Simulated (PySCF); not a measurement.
Compound: thiophene, C4H4S.
InChI=1S/C4H4S/c1-2-4-5-3-1/h1-4H

The closed-shell ground state was solved at several levels (PySCF, density fitting, gas phase, non-relativistic). Geometry: GFN2-xTB; no solvent, vibrations or thermal averaging.

```
         level  basis functions  total energy (Eh)  HOMO (eV)  LUMO (eV)  gap (eV)  dipole (D)
PBE0/def2-SVPD              139          -552.4576      -6.97      -0.44      6.53        0.58
 PBE0/pcSseg-1              112          -552.6439      -6.96      -0.39      6.57        0.52
```

Problem. What might CAM-B3LYP/def2-SVPD (139 basis functions) give for the same quantities?

Solution. Total energy -552.6955 Eh, HOMO -8.22 eV, LUMO 0.65 eV, gap 8.87 eV, dipole 0.56 D.

Problem. Over all these levels, which gives the widest orbital gap and which the narrowest?

Solution. CAM-B3LYP/def2-SVPD (range-separated hybrid) has the widest, 8.87 eV, and PBE0/def2-SVPD (global hybrid, 25 % exact exchange) the narrowest, 6.53 eV. The two share the basis. From the narrowest to the widest the HOMO moves by -1.25 eV and the LUMO by +1.09 eV.

Problem. How far do the dipole and the HOMO energy spread over the levels?

Solution. The dipole runs from 0.52 to 0.58 D (mean 0.55 D) and the HOMO from -8.22 to -6.96 eV.
